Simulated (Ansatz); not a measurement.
Ideal-gas functions of `[C]#N` radical at 298.15 K and 1 bar, from an Ansatz frequency run at PBE0-D4/def2-TZVP.

Molar mass 26.02 g/mol, point group C∞v (symmetry number 1), electronic degeneracy 2, moments of inertia 8.702 u Å². Harmonic wavenumbers (cm⁻¹, unscaled): 2183.

Use S(trans) = R[1.5 ln M + 2.5 ln T − 1.1517]; rotational temperatures θ = 24.2544 K / I; S(rot) = R[ln(T/σθ) + 1]; for each mode x = 1.438777 ν̃/T, S = R[x/(eˣ − 1) − ln(1 − e⁻ˣ)] and H = RT x/(eˣ − 1); 1 cm⁻¹ = 0.0119627 kJ/mol; R = 8.31446 J/(mol·K).

**Question.** By hand: the entropy, in J/(mol·K).

**Answer.** Translation 149.5. Rotation: θ = 2.7872 K, giving 47.2. Vibration, mode by mode: 0.00, in all 0.0. Electronic 5.8. Sum 202.5 J/(mol·K).

**Question.** By hand: H − E and G − E in kJ/mol, counted from the electronic energy.

**Answer.** Zero-point energy ½ × 2183 × 0.0119627 = 13.1; thermal vibration 0.0; translation, rotation and pV give 3.5 RT = 8.7. H − E = 21.8 kJ/mol, and G − E = 21.8 − 298.15 × 202.5/1000 = -38.6 kJ/mol.

Vibration gives 0 % of the entropy; all modes have x over 3 and are hardly excited.
